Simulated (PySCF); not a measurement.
# Vertical excitation energies

Species: 1,2,5-hexatriene, C₆H₈.
Cartesian coordinates in Å at the PBE0-D3(BJ)/def2-SVP level; atoms count from 1:
```xyz
14
C6H8 angstrom
C      3.150    0.046    0.192
C      1.914    0.160   -0.220
C      0.674    0.263   -0.631
C     -0.457   -0.638   -0.199
C     -1.519    0.119    0.544
C     -2.779    0.270    0.135
H      3.499    0.566    1.092
H      3.878   -0.569   -0.349
H      0.419    1.075   -1.324
H     -0.051   -1.439    0.439
H     -0.902   -1.121   -1.086
H     -1.198    0.587    1.483
H     -3.505    0.841    0.719
H     -3.133   -0.177   -0.800
```

Level of theory: TDDFT CAM-B3LYP/def2-SVPD, vertical, gas phase, core orbitals frozen in the response in PySCF 2.14.0, density-fitted response routines.

Task: Predict the UV-vis stick spectrum at this level.

Result: 

```csv
state,λ (nm),E (eV),f,"main configurations (H = HOMO, L = LUMO)"
S1,215.1,5.76,0.0027,"H→L+1 (45%), H-1→L+1 (15%), H→L (10%)"
S2,199.9,6.20,0.0092,"H-1→L (35%), H-2→L (16%), H-1→L+4 (10%)"
S3,182.0,6.81,0.375,"H→L (71%), H→L+1 (13%), H-1→L (9%)"
S4,172.9,7.17,0.271,"H→L+2 (46%), H→L+1 (14%)"
S5,171.8,7.21,0.178,"H-1→L+1 (57%), H→L+2 (9%), H-1→L+2 (8%)"
S6,169.9,7.30,0.131,"H-1→L (35%), H-2→L (17%), H-2→L+2 (15%)"
```

The lowest singlet comes at 215 nm (556 kJ/mol) in the ultraviolet; it is very weak; its leading configuration is HOMO→LUMO+1 (45%). The strongest level in the table is S3 at 6.81 eV (182 nm, f = 0.375). Löwdin shares by element: HOMO carbon 75% or more (atoms not listed hold the other 25%); LUMO carbon 66% or more (atoms not listed hold the other 34%). Weighted by f, the mean energy of these states is 7.04 eV. Orbital energies (eV): HOMO-3 -11.42, HOMO-2 -9.25, HOMO-1 -8.89, HOMO -8.58, LUMO 0.97, LUMO+1 1.20, LUMO+2 1.61. The listed states span 1.53 eV, and the widest gap between neighbours is 0.61 eV (S2 to S3). No computed singlet lies in the visible range (380 to 750 nm); the lowest, at 215 nm, stands 2.50 eV above its violet end (3.26 eV). Singlets were solved by full linear response.

One conformer stands for the species.
